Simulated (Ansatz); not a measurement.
A nudged elastic band was laid between two geometries of BClH2 (4 atoms, charge 0, multiplicity 1).

The calculation used RHF/def2-SVP in Ansatz.

| Quantity | Value |
| --- | --- |
| movable images | 7 |
| climbing image | yes |
| spring | 5.0 eV/Å² |
| optimiser | quadratic models (default) |
| start path | through a guess of the saddle point |
| force threshold | 0.05 eV/Å |
| iteration limit | 60 |
| end points | relaxed |

Image 0:

```xyz
4
Properties=species:S:1:pos:R:3
B 0.293 0.000 0.169
H 0.259 0.000 1.361
H 1.308 0.000 -0.456
Cl -1.228 0.000 -0.709
```

Image 8:

```xyz
4
Properties=species:S:1:pos:R:3
B -1.382 -1.276 -1.292
H 1.794 0.482 1.647
H 2.189 0.482 1.013
Cl -1.968 0.312 -1.003
```

Problem. Which bonds break or form, and what moves?

Solution. Bonds broken: B1–H2, B1–H3. Bonds formed: H2–H3. BClH2 becomes BCl + H2.

Problem. What energy profile does the band end with?

Solution. It converged. The highest image is number 2 of 0 to 8, 110.6 kcal/mol above the first end and 38.8 kcal/mol above the last; the last end lies 71.8 kcal/mol above the first. Neighbouring images differ by up to 3.0 eV, so the band resolves the path poorly. A vibrational analysis at the climbing image gives one clearly imaginary mode, 1457i cm⁻¹: a first-order saddle point. The orbitals stay closed-shell, which can raise the energy where a bond breaks towards radicals; this wasn't checked here.

```tsv
image	path coordinate (Å)	energy (kcal/mol)	B1–H2 (Å)	B1–H3 (Å)	H2–H3 (Å)
0	0.00	0.0	1.19	1.19	2.10
1	0.63	40.6	1.19	1.16	1.53
2	1.25	110.6	1.49	1.27	0.96
3	1.79	87.4	2.08	1.84	0.76
4	2.32	75.4	2.68	2.48	0.74
5	2.86	72.4	3.26	3.10	0.75
6	3.40	71.8	3.82	3.73	0.75
7	3.93	71.8	4.32	4.33	0.75
8	4.47	71.8	4.67	4.60	0.75
```

Problem. What is the geometry of the highest image?

Solution. 
```xyz
4
Properties=species:S:1:pos:R:3
B 0.311 -0.028 -0.500
H 0.510 0.029 0.981
H 1.241 -0.011 0.361
Cl -1.430 0.010 -0.477
```

The run took 20 s on 1 thread of Arm Neoverse V2 (shared host), peak memory 0.078 GiB.
